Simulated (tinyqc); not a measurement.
Worked calculation: UHF in the sto-3g basis, for OH-, spin multiplicity 1. The basis has no diffuse functions, so it cannot describe the extra electron: this is an exercise in the method, not the real anion. One step of it, computed by the program tinyqc.

Task: Iteration 2: building the Fock matrix. J_ij = sum D_kl (ij|kl) with D = D(alpha) + D(beta), K_ij = sum D_kl (ik|jl) for each spin; F = H + J - K(s); E = tr D H + tr D J / 2 - 0.5 sum_s tr D(s) K(s) + E_nn.

D(alpha) after iteration 1, lower triangle:
```
            1O 1s      1O 2s     1O 2px     1O 2py    1O 2pz     2H 1s
1O 1s    1.053915
1O 2s   -0.230500   1.014151
1O 2px   0.027455  -0.146269   0.924997
1O 2py   0.047543  -0.253290  -0.129880   0.775092
1O 2pz   0.032862  -0.126282  -0.164513  -0.284882  0.771347
2H 1s   -0.008211  -0.107113   0.241219   0.417712  0.060871  0.613701
```

D(beta) after iteration 1, lower triangle:
```
            1O 1s      1O 2s     1O 2px     1O 2py    1O 2pz     2H 1s
1O 1s    1.053915
1O 2s   -0.230500   1.014151
1O 2px  -0.027455   0.146269   0.924997
1O 2py  -0.047543   0.253290  -0.129880   0.775092
1O 2pz   0.032862  -0.126282   0.164513   0.284882  0.771347
2H 1s   -0.008211  -0.107113  -0.241219  -0.417712  0.060871  0.613701
```

core Hamiltonian H = T + V (hartree), lower triangle:
```
             1O 1s      1O 2s     1O 2px     1O 2py     1O 2pz      2H 1s
1O 1s   -32.108430
1O 2s    -7.467827  -8.733894
1O 2px    0.000000   0.000000  -6.908542
1O 2py    0.000000   0.000000   0.000000  -6.908542
1O 2pz   -0.012354  -0.150176   0.000000   0.000000  -7.004168
2H 1s    -1.303351  -2.884179   0.000000   0.000000  -2.116727  -4.321004
```

Two-electron integrals (ij|kl) in chemists' order, unique and non-zero (hartree):
```
(11|11) 4.785065   (21|11) 0.741380   (21|21) 0.136873   (22|11) 1.118947
(22|21) 0.256633   (22|22) 0.817206   (31|31) 0.024477   (32|31) 0.037809
(32|32) 0.180518   (33|11) 1.115814   (33|21) 0.256684   (33|22) 0.817023
(33|33) 0.880159   (41|41) 0.024477   (42|41) 0.037809   (42|42) 0.180518
(43|43) 0.047444   (44|11) 1.115814   (44|21) 0.256684   (44|22) 0.817023
(44|33) 0.785270   (44|44) 0.880159   (51|51) 0.024477   (52|51) 0.037809
(52|52) 0.180518   (53|53) 0.047444   (54|54) 0.047444   (55|11) 1.115814
(55|21) 0.256684   (55|22) 0.817023   (55|33) 0.785270   (55|44) 0.785270
(55|55) 0.880159   (61|11) 0.129952   (61|21) 0.023801   (61|22) 0.044380
(61|33) 0.044293   (61|44) 0.044293   (61|51) 0.001096   (61|52) 0.002060
(61|55) 0.044561   (61|61) 0.004193   (62|11) 0.329038   (62|21) 0.076468
(62|22) 0.271159   (62|33) 0.266450   (62|44) 0.266450   (62|51) 0.005752
(62|52) 0.044689   (62|55) 0.280312   (62|61) 0.013572   (62|62) 0.113161
(63|31) 0.007843   (63|32) 0.046231   (63|53) 0.009186   (63|63) 0.015784
(64|41) 0.007843   (64|42) 0.046231   (64|54) 0.009186   (64|64) 0.015784
(65|11) 0.242456   (65|21) 0.057055   (65|22) 0.216001   (65|33) 0.206291
(65|44) 0.206291   (65|51) 0.011591   (65|52) 0.079769   (65|55) 0.235174
(65|61) 0.010555   (65|62) 0.109521   (65|65) 0.120552   (66|11) 0.481376
(66|21) 0.113682   (66|22) 0.463419   (66|33) 0.444990   (66|44) 0.444990
(66|51) 0.010688   (66|52) 0.115752   (66|55) 0.499693   (66|61) 0.020335
(66|62) 0.247864   (66|65) 0.273749   (66|66) 0.774606
```

nuclear repulsion = 3.94540325 hartree

Give: Coulomb J; exchange K(alpha); exchange K(beta); F(alpha); F(beta); total energy of this density.

Result:

Coulomb J (hartree), lower triangle:
```
          1O 1s   1O 2s   1O 2px  1O 2py  1O 2pz   2H 1s
1O 1s   17.6921
1O 2s    3.3457  8.3217
1O 2px   0.0000  0.0000   8.3103
1O 2py   0.0000  0.0000  -0.0246  8.2818
1O 2pz  -0.0024  0.0561   0.0000  0.0000  8.3493
2H 1s    0.5820  2.7716   0.0000  0.0000  2.2401  4.9872
```

exchange K(alpha) (hartree), lower triangle:
```
         1O 1s    1O 2s   1O 2px   1O 2py  1O 2pz   2H 1s
1O 1s   4.8961
1O 2s   0.8386   1.3164
1O 2px  0.0008  -0.0624   1.0797
1O 2py  0.0014  -0.1081  -0.1082   0.9549
1O 2pz  0.0018  -0.0556  -0.0850  -0.1472  1.0363
2H 1s   0.1517   0.4844   0.0314   0.0544  0.3795  0.6610
```

exchange K(beta) (hartree), lower triangle:
```
          1O 1s    1O 2s   1O 2px   1O 2py  1O 2pz   2H 1s
1O 1s    4.8961
1O 2s    0.8386   1.3164
1O 2px  -0.0008   0.0624   1.0797
1O 2py  -0.0014   0.1081  -0.1082   0.9549
1O 2pz   0.0018  -0.0556   0.0850   0.1472  1.0363
2H 1s    0.1517   0.4844  -0.0314  -0.0544  0.3795  0.6610
```

F(alpha) (hartree), lower triangle:
```
           1O 1s    1O 2s   1O 2px   1O 2py   1O 2pz   2H 1s
1O 1s   -19.3124
1O 2s    -4.9607  -1.7286
1O 2px   -0.0008   0.0624   0.3220
1O 2py   -0.0014   0.1081   0.0835   0.4184
1O 2pz   -0.0166  -0.0385   0.0850   0.1472   0.3088
2H 1s    -0.8730  -0.5970  -0.0314  -0.0544  -0.2561  0.0051
```

F(beta) (hartree), lower triangle:
```
           1O 1s    1O 2s   1O 2px   1O 2py   1O 2pz   2H 1s
1O 1s   -19.3124
1O 2s    -4.9607  -1.7286
1O 2px    0.0008  -0.0624   0.3220
1O 2py    0.0014  -0.1081   0.0835   0.4184
1O 2pz   -0.0166  -0.0385  -0.0850  -0.1472   0.3088
2H 1s    -0.8730  -0.5970   0.0314   0.0544  -0.2561  0.0051
```

total energy of this density = -73.793781 hartree

This density is a damped mixture and is not idempotent.
